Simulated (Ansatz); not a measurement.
# C3: the cost of one run

Program: Ansatz 0.2.0. Level of theory: the levels named in each step. These are calculated values, not measurements.

## (1) The system as given

Bond lengths: C1–C2 1.311 Å, C2–C3 1.311 Å. Angles: C1–C2–C3 180.0°.

As a file:

```xyz
3

C     0.0000    0.0000   -1.3110
C     0.0000    0.0000    0.0000
C     0.0000    0.0000    1.3110
```

## (2) A rough first relaxation, PBE-D4/def2-SVPD

Contents of input.yaml:

```yaml
crystal:
  periodic: [false, false, false]
  atoms:
    - { symbol: C, position_ang: [0.0, 0.0, -1.31096] }
    - { symbol: C, position_ang: [0.0, 0.0, 0.0] }
    - { symbol: C, position_ang: [0.0, 0.0, 1.31096] }
basis:
  gaussian: { orbitals: def2-SVPD }
hamiltonian:
  xc: pbe
  dispersion: d4
relax:
  f_tol: 0.03
  max_steps: 200
```

Launch:

```console
ansatz run input.yaml --threads 2 --pin off --max-ram 5120MiB --backend cpu --events-out ev --progress --plain --runs-dir out
```

**Question.** How long does this run take on 2 threads of AMD EPYC (Zen 3), shared host, and how much memory does it need?

About 1.8 s, with a peak of 0.11 GiB.
